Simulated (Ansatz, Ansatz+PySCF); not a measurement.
```xyz
4

N     0.0402   -0.0214   -0.5954
N     0.0352    0.0049    0.6510
H    -0.0212    0.9840   -0.8704
H     0.0364   -0.9629    0.9042
```

RHF on singlet N₂H₂ was run in several spherical basis sets with Ansatz (development build ahead of 0.2.0).

Q: Rank the basis sets by the total energy that they give, lowest first, with the distance from the lowest.
A. STO-3G
B. 6-31G(d)
C. def2-SVP
D. cc-pVDZ
E. 6-31G
F. aug-cc-pVDZ
G. def2-TZVP
H. cc-pVTZ

A: G (0.00 eV), H (0.09 eV), F (0.64 eV), D (0.96 eV), B (1.37 eV), E (3.17 eV), C (3.64 eV), A (40.52 eV).

Totals follow the description of the cores as much as that of the bonds, so this order isn't one of quality for chemistry.
